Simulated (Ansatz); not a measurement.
```yaml
crystal:
  periodic: [false, false, false]
  atoms:
    - {symbol: N, position_ang: [-1.371629, -0.010648, -0.002452]}
    - {symbol: S, position_ang: [0.719935, 0.005589, 0.001287]}
    - {symbol: H, position_ang: [-1.927668, 0.832231, -0.008550]}
    - {symbol: H, position_ang: [-1.914533, -0.862059, 0.001680]}
basis:
  gaussian: {orbitals: def2-TZVP}
magnetization: {spin_polarized: true, initial_magnetization: 3}
hamiltonian: {xc: pbe0}
relax: {f_tol: 0.004, max_steps: 80}
```

```sh
$ ansatz run in.yaml --threads 1 --pin off --events-out ev --progress --plain --max-ram 2176MiB
```

Steps of the relaxation (energy above the last step; positions in Å, forces in eV/Å):

```
4
step 1, 35.8 meV
N    -1.372   -0.011   -0.002    0.245    0.002    0.000
S     0.720    0.006    0.001    0.449    0.003    0.001
H    -1.928    0.832   -0.009   -0.349    0.236   -0.002
H    -1.915   -0.862    0.002   -0.345   -0.241    0.001
```

```
4
step 2, 17.8 meV
N    -1.374   -0.011   -0.002    0.032    0.000    0.000
S     0.750    0.006    0.001    0.304    0.002    0.001
H    -1.942    0.832   -0.009   -0.168    0.034   -0.001
H    -1.928   -0.862    0.002   -0.168   -0.036    0.000
```

```
4
step 3, 1.1 meV
N    -1.383   -0.011   -0.002   -0.020    0.000    0.000
S     0.818    0.006    0.001    0.066    0.001    0.000
H    -1.971    0.822   -0.009   -0.023    0.018    0.000
H    -1.958   -0.853    0.002   -0.023   -0.019    0.000
```

```
4
step 6, 0.0 meV
N    -1.389   -0.011   -0.002    0.000    0.000    0.000
S     0.844    0.007    0.002    0.002    0.000    0.000
H    -1.981    0.821   -0.009   -0.001    0.000    0.000
H    -1.968   -0.851    0.002   -0.001    0.000    0.000
```

Close pairs at the end: N1–H3 1.021 Å, N1–H4 1.021 Å, N1–S2 2.233 Å.

A stationary point of unrestricted PBE0 after 6 steps, with ⟨S²⟩ = 3.761 against 3.75 for a pure state; no frequencies were run, so it isn't proven a minimum. 30 s on 1 thread of Arm Neoverse N1, shared host.
